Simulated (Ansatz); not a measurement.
Born–Oppenheimer molecular dynamics of AlBH5S (8 atoms, charge 1, multiplicity 1). It starts from a relaxed structure.

These are results of RKS PBE0/def2-SVP (Ansatz), not measurements.

```
ensemble        : NVT, Nosé–Hoover chain
time step       : 2 fs
steps asked     : 40
set temperature : 300 K
thermostat      : time constant 20 fs, chain length 3
seed            : 107382
```

First frame:

```xyz
8
Properties=species:S:1:pos:R:3
B -0.968 1.032 -1.263
Al -0.025 0.738 0.612
S 0.433 -1.661 0.974
H -0.313 1.249 -2.251
H -2.169 0.973 -1.350
H 0.502 1.339 1.965
H 0.879 -2.077 -0.237
H 1.660 -1.594 1.548
```

Problem. How far do the bonds stretch over the last three quarters of this one trajectory? (Pairs bonded in most of those frames.)

Solution. 
```json
{"bond": "B1–Al2", "mean (Å)": "2.128", "spread (Å)": "0.027", "shortest": "2.08", "longest": "2.17"}
{"bond": "B1–H4", "mean (Å)": "1.208", "spread (Å)": "0.035", "shortest": "1.15", "longest": "1.27"}
{"bond": "B1–H5", "mean (Å)": "1.210", "spread (Å)": "0.031", "shortest": "1.15", "longest": "1.27"}
{"bond": "Al2–S3", "mean (Å)": "2.555", "spread (Å)": "0.050", "shortest": "2.42", "longest": "2.59"}
{"bond": "Al2–H6", "mean (Å)": "1.579", "spread (Å)": "0.041", "shortest": "1.52", "longest": "1.65"}
{"bond": "S3–H7", "mean (Å)": "1.359", "spread (Å)": "0.009", "shortest": "1.34", "longest": "1.38"}
{"bond": "S3–H8", "mean (Å)": "1.359", "spread (Å)": "0.016", "shortest": "1.33", "longest": "1.39"}
```

Mean temperature of the second half: 316 K. The conserved energy stayed within 2.6 meV per atom of its start (net change 1.7 meV per atom), so the integration is sound. A step of 2 fs is long for free X–H stretches (periods near 10 fs) and can bias their spread and the temperature. A run of 0.08 ps of so small a system gives no equilibrium averages.

The run took 82 s on 1 thread of Arm Neoverse V2 (shared host), peak memory 0.13 GiB.
